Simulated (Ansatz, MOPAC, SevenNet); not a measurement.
How well does each level of theory give the bulk modulus of zinc-blende InAs?

Reference value: 58.6 GPa (measured, 0 K value with the zero-point phonon effect removed; as tabulated in Mejia-Rodriguez and Trickey (2018), arXiv:1807.09216).

### Question
What do PM6 semi-empirical Hartree-Fock (MOPAC), SevenNet-l3i5, PBE, PBEsol-D3(BJ), r²SCAN+SOC, B3LYP (VWN-RPA form), Hartree–Fock give, and how far is each from the reference?

### Answer

| level (code) | value (GPa) | cell (Å³/atom) | error (%) |
|---|---|---|---|
| PM6 semi-empirical Hartree-Fock (MOPAC) | 130 | 26.68 | +122 |
| SevenNet-l3i5 | 49.1 | 29.67 | -16.2 |
| PBE (Ansatz) | 48.5 | 29.60 | -17.2 |
| PBEsol-D3(BJ) (Ansatz) | 60.6 | 27.34 | +3.4 |
| r²SCAN+SOC (Ansatz) | 57.3 | 28.48 | -2.2 |
| B3LYP (VWN-RPA form) (Ansatz) | 48.5 | 29.89 | -17.2 |
| Hartree–Fock (Ansatz) | 64.6 | 29.43 | +10.2 |

Once the reference is moved by up to 5.0 % (a margin picked here for doubts on the reference and the settings) and values within 1.7 % count as equal, the nearest can be r²SCAN+SOC (-2.2 %) or PBEsol-D3(BJ) (+3.4 %). Farthest off among them: PM6 semi-empirical Hartree-Fock (MOPAC) (+122 %).

PM6 semi-empirical Hartree-Fock (MOPAC): the method was fitted mainly to molecules. PM6 semi-empirical Hartree-Fock (MOPAC): the run uses a supercell at the zone centre in place of a k mesh. Each level is taken at its own relaxed cell. Cutoffs and k meshes differ between the levels. Ansatz's density-functional and Hartree–Fock values are scalar-relativistic unless marked +SOC, with PAW data made under PBE.

Machine-learned potentials (SevenNet-l3i5) are trained on DFT data: a solid inside that data is no test of them.

Differences are worked out from the printed values.

Ansatz is a quantum-chemistry and plane-wave program.
